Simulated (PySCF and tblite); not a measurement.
Results of a calculation; reference values are marked as such.
C₄H₇N, numbered as in [CH3:1][CH2:2][CH2:3][C:4]#[N:5]. Conformer-averaged GIAO shifts at 298.15 K against TMS at the same level, unscaled (PySCF, tblite), from 3 protocols:

A: shieldings WP04/pcSseg-1 (IEF-PCM, chloroform); weights PBE0-D3(BJ)/def2-SVP (IEF-PCM, chloroform) // GFN2-xTB; 2 conformers.
B: shieldings PBE0/pcSseg-1 (IEF-PCM, chloroform); weights PBE0-D3(BJ)/pcSseg-1 (IEF-PCM, chloroform) // GFN2-xTB; 2 conformers.
C: shieldings PBE0/pcSseg-1; weights PBE0-D3(BJ)/def2-TZVP // PBE0-D3(BJ)/def2-SVP; 2 conformers.

```csv
signal,measured (ppm),A,B,C
H1,1.08,1.17,1.18,1.11
H2,1.7,1.73,1.74,1.45
H3,2.34,2.44,2.43,2.01
C1,13.3,17.7,16.3,14.7
C2,19,27.6,24.9,22.6
C3,19.3,21.6,19.8,19.9
```

Measured: Pretsch, Buehlmann, Badertscher, Structure Determination of Organic Compounds, 4th ed. (2009); solvent: not stated per compound (mostly CDCl3 or CCl4).

Question: Which protocol comes closest to experiment?

Answer: For ¹³C protocol C has the smallest mean absolute error. For ¹H protocol A has the smallest mean absolute error, but the gap to the next is too small to matter.
```csv
nucleus,ppm,A,B,C
¹³C,mean absolute error,5.1,3.1,1.9
¹³C,scatter about the mean error,2.6,2.2,1.3
¹H,mean absolute error,0.07,0.08,0.20
¹H,scatter about the mean error,0.03,0.03,0.15
```

For scale, the study of CCCC#N took 99 s on 1 thread of Intel Xeon Platinum 8375C @ 2.90GHz, on a host shared with other jobs (rough), launched as `OMP_NUM_THREADS=1 python ens_run.py task.json out`.
